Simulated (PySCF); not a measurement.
Molfile (atoms numbered from 1):
```
C4H5FO
     RDKit          3D

 11 11  0  0  0  0  0  0  0  0999 V2000
    1.8305    0.0788   -1.1849 O   0  0  0  0  0  0  0  0  0  0  0  0
    1.3314    0.7065   -0.3102 C   0  0  0  0  0  0  0  0  0  0  0  0
    1.9494    1.7804    0.2001 F   0  0  0  0  0  0  0  0  0  0  0  0
    0.0371    0.4601    0.3513 C   0  0  0  0  0  0  0  0  0  0  0  0
   -0.3749   -0.9863    0.5214 C   0  0  0  0  0  0  0  0  0  0  0  0
   -1.0552   -0.1537   -0.4966 C   0  0  0  0  0  0  0  0  0  0  0  0
   -0.2376    1.1761    1.1275 H   0  0  0  0  0  0  0  0  0  0  0  0
   -0.9040   -1.2355    1.4440 H   0  0  0  0  0  0  0  0  0  0  0  0
    0.3406   -1.7351    0.1731 H   0  0  0  0  0  0  0  0  0  0  0  0
   -2.0738    0.1932   -0.3088 H   0  0  0  0  0  0  0  0  0  0  0  0
   -0.8028   -0.3274   -1.5456 H   0  0  0  0  0  0  0  0  0  0  0  0
  1  2  2  0
  2  3  1  0
  2  4  1  0
  4  5  1  0
  5  6  1  0
  6  4  1  0
  4  7  1  0
  5  8  1  0
  5  9  1  0
  6 10  1  0
  6 11  1  0
M  END
```

Geometry: PBE0-D3(BJ)/def2-SVP; GIAO absolute shieldings from PySCF 2.14.0 with density-fitted response routines, gas phase, non-relativistic, averaged over equivalent atoms.

At PBE0/6-31G (64 basis functions, 4.5 s wall time on 1 thread of an Arm Neoverse V2, shared host):
```tsv
atoms	σ (ppm)
O1	-68.7
C2	33.8
C4	184.8
C5/C6	185.3
F3	123.4
H7	31.18
H9/H11	31.20
H8/H10	31.31
```

Task: Estimate the result of repeating the calculation with PBE0/6-31G*.

Result: 
| atoms | σ at PBE0/6-31G* | change |
| --- | --- | --- |
| O1 | -26.6 | +42.1 |
| C2 | 35.8 | +2.0 |
| C4 | 182.0 | -2.8 |
| C5/C6 | 181.2 | -4.1 |
| F3 | 146.5 | +23.1 |
| H7 | 30.72 | -0.46 |
| H9/H11 | 30.76 | -0.44 |
| H8/H10 | 30.90 | -0.41 |

The largest change is at O1 (carbonyl oxygen). Cost: 94 basis functions, 6.5 s wall time on 1 thread of an Arm Neoverse V2, shared host. The order of the carbon signals changes between the two levels.
